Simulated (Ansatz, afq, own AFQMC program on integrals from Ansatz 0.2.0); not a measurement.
# CH$_{3}$N, singlet in cc-pVDZ, levels against CCSDT(Q)

```yaml
atoms:
  - { symbol: N, position_ang: [0.0000, -0.1147, -0.5673] }
  - { symbol: C, position_ang: [0.0000, 0.0509, 0.5606] }
  - { symbol: H, position_ang: [0.0000, -0.8190, 1.2201] }
  - { symbol: H, position_ang: [0.0000, 1.0312, 1.0512] }
  - { symbol: H, position_ang: [0.0000, 0.7751, -1.0676] }
```

Connectivity, by distances: NH–CH2.

Basis cc-pVDZ. Noble-gas cores (and the filled d shells of Ga–Kr and In–Xe) are frozen. AFQMC by an in-house program on the Cholesky factors that Ansatz 0.2.0 writes for its CCSD(T) run. The CISD trial takes its coefficients from CCSD amplitudes. Released means that phaseless walkers are propagated on without the constraint, phases kept. Error bars are statistical, one sigma.

Determinant: RHF, the one that the program's search chose, which needn't be the lowest solution. The geometry is a point of a scan.

No full CI on the walks' own integrals is used here; CCSDT(Q) serves as the reference and is uncertain by about the last step of the cluster series.

Cautions: the ph-AFQMC/CISD walk drifts between its halves (2.1 errors).

```
T1 diagnostic                               : 0.0094
weight of the determinant in the CISD state : 0.894
size of the correlated space                : 12 electrons in 41 orbitals
```

```tsv
level	correlation energy (eV)
MP2	-7.9047
CCSD	-8.5515
CCSD(T)	-8.7930
```

(1) Estimate where phaseless AFQMC with the Hartree–Fock trial lies against CCSD(T) on the same integrals.

(1) 1.67 ± 1.67 kcal/mol below CCSD(T). The gap is under twice the noise, so this walk alone can't tell the two apart.

Reference: CCSDT(Q), correlation energy -8.823 eV. The released energy is read at 2.40 1/Eh (meV from the phaseless value at times in 1/Eh: -23 ± 15 at 0.24, -21 ± 15 at 0.51, -12 ± 13 at 0.99, -32 ± 16 at 1.62, -17 ± 18 at 2.40).

| level | E − E(reference) (kcal/mol) | share of correlation (%) |
| --- | --- | --- |
| CCSD(T) | 0.69 | 99.66 |
| CCSDT | 0.42 | 99.80 |
| ph-AFQMC/HF | -0.98 ± 1.67 | 100.48 |
| ph-AFQMC/CISD | 0.80 ± 0.37 | 99.61 |
| released AFQMC | 0.41 ± 0.41 | 99.80 |

A walk keeps the symmetry of its determinant, which the program's search chose and which needn't be the lowest solution, so a lower state of the same spin and another symmetry isn't excluded. Released energies are given only where the last usable release times agree within the noise; a slower fall can still hide under it.
